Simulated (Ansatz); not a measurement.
Write a Python script for Ansatz's Python interface that makes a single point from an input written key by key of C₄H₆ClF, SMILES CC(Cl)=CCF. Level of theory: MP2, def2-SVP basis, multiplicity 1.

```xyz
12

C    -1.8703    0.0629   -0.4669
C    -0.6412   -0.1226    0.2607
Cl   -0.8765   -0.6635    1.8770
C     0.6499    0.0763   -0.2847
C     1.9066   -0.1216    0.3579
F     2.7182    0.9397    0.0344
H    -2.4768   -0.8145   -0.5258
H    -2.4824    0.8908    0.0147
H    -1.7380    0.4615   -1.4636
H     0.6424    0.4040   -1.2895
H     2.3695   -1.0312    0.0370
H     1.8755   -0.1369    1.4829
```

`run_deck.py`:
```python
"""Run C4H6ClF from an input written out key by key."""

import logging
import sys

import ansatz as az

logging.basicConfig(stream=sys.stdout, format="%(levelname)s:%(name)s:%(message)s")
logger = logging.getLogger("calc")
logger.setLevel(logging.INFO)

DECK = """
crystal:
  periodic: [false, false, false]
  atoms:
    - { symbol: C, position_ang: [-1.8703, 0.0629, -0.4669] }
    - { symbol: C, position_ang: [-0.6412, -0.1226, 0.2607] }
    - { symbol: Cl, position_ang: [-0.8765, -0.6635, 1.877] }
    - { symbol: C, position_ang: [0.6499, 0.0763, -0.2847] }
    - { symbol: C, position_ang: [1.9066, -0.1216, 0.3579] }
    - { symbol: F, position_ang: [2.7182, 0.9397, 0.0344] }
    - { symbol: H, position_ang: [-2.4768, -0.8145, -0.5258] }
    - { symbol: H, position_ang: [-2.4824, 0.8908, 0.0147] }
    - { symbol: H, position_ang: [-1.738, 0.4615, -1.4636] }
    - { symbol: H, position_ang: [0.6424, 0.404, -1.2895] }
    - { symbol: H, position_ang: [2.3695, -1.0312, 0.037] }
    - { symbol: H, position_ang: [1.8755, -0.1369, 1.4829] }
basis:
  gaussian: { orbitals: def2-SVP }
correlation:
  method: mp2
"""

session = az.Session.from_yaml(DECK)
rep = session.plan(threads=1).execute().report

logger.info(f"E = {rep['free_energy_ev']:.6f} eV = {rep['free_energy_ev'] / 27.211386246:.7f} Ha")
print("converged:", rep["converged"], " doubts:", rep["published_state_doubts"] or "none")
symbols = ["C", "C", "Cl", "C", "C", "F", "H", "H", "H", "H", "H", "H"]
parts = rep["correlation"]
for name in ("random_phase", "coupled_cluster", "perturbative"):
    if name in parts:
        logger.info(f"{name:16s} {parts[name]['energy']['hartree']:12.7f} Ha")
if "second_order" in parts:
    pair = parts["second_order"]
    logger.info(f"MP2 same spin {pair['same_spin']['hartree']:.7f} Ha, opposite spin {pair['opposite_spin']['hartree']:.7f} Ha")
```

```console
$ python run_deck.py
INFO:calc:E = -19439.403810 eV = -714.3849135 Ha
converged: True  doubts: none
INFO:calc:MP2 same spin -0.2184215 Ha, opposite spin -0.6493738 Ha
```

What to keep in mind:
- Total energies depend on the basis set; only differences at equal settings carry meaning.
- The geometry is a force-field or estimated start, not a minimum of this method, and the basis set is short of its limit.
- Timing: 3.2 s on 1 thread of Arm Neoverse V1, with other jobs on the host, peak memory 0.29 GiB.

(Lines on the test bed's own set-up are left out of the output.)
